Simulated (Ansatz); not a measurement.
Relaxation of C2H2N2 (6 atoms, charge 0, multiplicity 1), to a largest force component of 0.02 eV/Å in at most 40 steps.

All numbers below come from Ansatz 0.2.0, RKS PBE-D4/def2-SVP.

```xyz
6
Properties=species:S:1:pos:R:3:forces:R:3
C -0.046 -0.002 -0.858 -0.10 -0.02 1.44
C 0.046 0.003 -2.049 0.12 0.00 -1.53
H -0.124 -0.004 0.188 -0.12 0.03 1.28
H 0.124 0.003 -3.095 0.10 0.01 -1.32
N 0.202 -0.142 3.397 0.73 -0.51 1.82
N -0.202 0.142 2.417 -0.72 0.50 -1.69
```

Question: Where does it end, and by what steps?

Answer: The forces met the threshold. The force dipped under the threshold on the way, but the program's further checks kept it going. After 15 steps the energy has fallen by 0.113 eV; N5 moved furthest, 0.35 Å.

```
step  energy less start (eV)  largest force component (eV/Å)  accepted
   0                  0.0000                           1.821       yes
   1                 -0.1054                           0.447       yes
   2                  0.0581                           6.206        no
   3                 -0.1070                           0.354       yes
   4                 -0.1100                           0.071       yes
   5                 -0.1116                           0.018       yes
   6                  0.1086                           7.007        no
   7                 -0.0928                           2.267        no
   8                 -0.1121                           0.064       yes
   9                 -0.0991                           1.933        no
  10                 -0.1126                           0.006       yes
  11                 -0.1126                           0.322       yes
  12                 -0.1131                           0.029       yes
  13                 -0.1132                           0.011       yes
  14                 -0.1124                           0.553        no
  15                 -0.1133                           0.009       yes
```

```xyz
6
Properties=species:S:1:pos:R:3
C -0.021 0.015 -0.961
C 0.025 0.007 -2.180
H -0.061 0.022 0.121
H 0.066 0.000 -3.261
N 0.039 -0.044 3.694
N -0.047 -0.001 2.587
```

The run took 13 s on 1 thread of Arm Neoverse V1, on a shared host, peak memory 0.095 GiB.
